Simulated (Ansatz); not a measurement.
# SiNH (singlet): wB97M-V, B2PLYP over a scan of the distance Si1–N2, 6-31G

Aim: run SiNH (singlet) with these functionals over a scan of the distance Si1–N2, and hold them against the top wave-function level at the same points.

The runs use Ansatz 0.2.0, Gaussian basis; 6-31G, all electrons in the functionals, frozen cores in the correlation of double hybrids and RPA.

Plan: wB97M-V, B2PLYP, at 1.220 Å; 1.418 Å; 1.557 Å; 1.717 Å; 1.909 Å; 2.198 Å; 2.432 Å; 2.838 Å; 3.392 Å; 4.223 Å; 5.309 Å.

29 further runs of the same task are left out: 5 for a known fault of the program, 19 that didn't finish, 5 set aside as unsound or not needed.

## (1) What is computed

The geometry derives from a PBE0/def2-TZVP stationary point (not a proven minimum). One bond is set to the value named and the two fragments are kept rigid.

3 atoms, charge 0, spin multiplicity 1.

Atoms are counted from 1 here; the program's logs count them from 0.

Bond lengths: Si1–N2 1.557 Å, Si1–H3 1.487 Å. Angles: N2–Si1–H3 180.0°.

As a file:

```mol
HNSi
  3D, bonds by distance, orders not assigned

  3  2  0  0  0  0  0  0  0  0999 V2000
    0.0000    0.0000    0.0233 Si  0  0
    0.0000    0.0000   -1.5337 N   0  0
    0.0000    0.0000    1.5104 H   0  0
  1  2  8  0
  1  3  8  0
M  END
```

No dispersion term is added; wB97M-V holds VV10 nonlocal correlation.

The geometry shown and the zero of energy belong to the point 1.557 Å. The yardstick, FCI, and other wave-function levels (R restricted, U unrestricted, valence and pair active spaces) come from earlier runs.

## (2) wB97M-V, 1.220 Å

Contents of in.yaml:

```yaml
crystal:
  periodic: [false, false, false]
  atoms:
    - {symbol: Si, position_ang: [0.000000, 0.000000, -0.089051]}
    - {symbol: N, position_ang: [0.000000, 0.000000, -1.309051]}
    - {symbol: H, position_ang: [0.000000, 0.000000, 1.398101]}
basis:
  gaussian: {orbitals: 6-31G}
hamiltonian: {xc: {name: wB97M-V}}
output: {forces: true, orbitals: {seedname: orbitals}}
```

Command:

```
ansatz run in.yaml --threads 1 --pin off --events-out ev --progress --plain --max-ram 2393MiB
```

Further steps of the session: wB97M-V, 1.418 Å; wB97M-V, 1.557 Å; wB97M-V, 1.717 Å; wB97M-V, 1.909 Å; wB97M-V, 2.198 Å; wB97M-V, 2.432 Å; wB97M-V, 2.838 Å; wB97M-V, 3.392 Å; wB97M-V, 4.223 Å; wB97M-V, 5.309 Å; B2PLYP, 1.220 Å; B2PLYP, 1.418 Å; B2PLYP, 1.557 Å; B2PLYP, 1.717 Å; B2PLYP, 1.909 Å; B2PLYP, 2.198 Å; B2PLYP, 2.432 Å; B2PLYP, 2.838 Å; B2PLYP, 3.392 Å; B2PLYP, 4.223 Å; B2PLYP, 5.309 Å.

**Question.** What will the summary of the whole plan be? Wanted: span of the FCI curve; largest miss, wB97M-V; largest miss, B2PLYP.

The runs gave:

| quantity | value |
| --- | --- |
| span of the FCI curve | 186.6 kcal/mol |
| largest miss, wB97M-V | +20.9 kcal/mol (2.198 Å) |
| largest miss, B2PLYP | +23.8 kcal/mol (2.198 Å) |

In words: Of the functionals, wB97M-V keep the smallest largest miss at the points compared (at most 20.9 kcal/mol) and B2PLYP strays most (23.8 kcal/mol, at 2.198 Å). wB97M-V, B2PLYP clearly break the spin symmetry at some points (⟨S²⟩ up to 2.97 above the pure value), so energy there is bought with a mixed spin. Functionals and the yardstick converge differently with the basis, so part of each miss in 6-31G is the basis.
